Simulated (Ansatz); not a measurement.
`FC(Cl)(Cl)Cl` + H₂ → `FC(Cl)Cl` + HCl  (hydrogenolysis of a C–Cl bond)

Program: Ansatz. Geometries: PBE0-D4/def2-TZVP. ΔE: electronic, gas phase. CCSD(T)/CBS is the MP2 limit (def2-TZVPP, def2-QZVPP) plus CCSD(T) − MP2 in def2-TZVPP, frozen cores. This one scheme is used for every species. Functionals use def2-TZVPP. HSE06 is defined as in plane-wave codes.

`FC(Cl)(Cl)Cl`:

Cartesian coordinates in Å:
```
F 0.122 1.370 -0.270
C 0.006 0.067 -0.013
Cl 1.583 -0.686 -0.219
Cl -1.156 -0.624 -1.140
Cl -0.555 -0.128 1.643
```

H₂:

Z-matrix (Å, degrees):
```
H
H 1 0.746
```

`FC(Cl)Cl`:

Cartesian coordinates in Å:
```
F 1.340 -0.336 0.094
C 0.029 -0.054 0.104
Cl -0.196 1.686 -0.029
Cl -0.764 -0.911 -1.212
H -0.409 -0.385 1.042
```

HCl:

Z-matrix (Å, degrees):
```
Cl
H 1 1.279
```

```tsv
level	ΔE (eV)
PBE-D4	-0.97
HSE06-D4	-1.09
r2SCAN0	-1.13
MP2/CBS(def2)	-1.01
```

What does CCSD(T)/CBS give? (Best estimate.)

Computed: -1.09 eV. The listed levels differ from it by 0.12, 0.00, -0.04, 0.08 eV.

Largest T1 diagnostic among the species: 0.011.

From r2SCAN to r2SCAN0 (25 % exact exchange), in def2-TZVPP and without D4, ΔE moves by −0.09 eV. The D4 term adds +0.10 eV with B3LYP and +0.05 eV with PBE0; it sums over pairs of atoms, weighted by their polarisabilities, and B3LYP, whose exchange is more repulsive, gets the larger term.

B3LYP here is the variant with VWN-RPA as its local correlation; programs differ in this.
